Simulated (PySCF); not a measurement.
# LiC⁺ at revPBE

Computed with revPBE; PySCF, no relativity, basis sets Li def2-SVPD, C def2-SVPD.

```json
{
 "state": "³Π (triplet), unpaired electrons σ ↑, π ↑",
 "bond length": "2.341 Å",
 "harmonic wavenumber": "308 cm⁻¹",
 "force constant": "0.248 mdyn/Å",
 "rotational constant Be": "0.6945 cm⁻¹",
 "anharmonicity ωexe": "7.05 cm⁻¹",
 "vibration–rotation constant αe": "0.0215 cm⁻¹",
 "well depth De to Li⁺ + C": "0.52 eV",
 "dissociation energy D0": "0.50 eV",
 "bond order (Mayer)": "0.16",
 "dipole moment (positive dipole points towards C; it is taken about the centre of mass and depends on that origin)": "-5.56 D"
}
```

For an ion De counts to the pair picked by the measured ionisation energies or electron affinities, which need not be the lowest pair at this level. The state is the lowest determinant that a PBE0 search found; another state may lie lower at other levels.
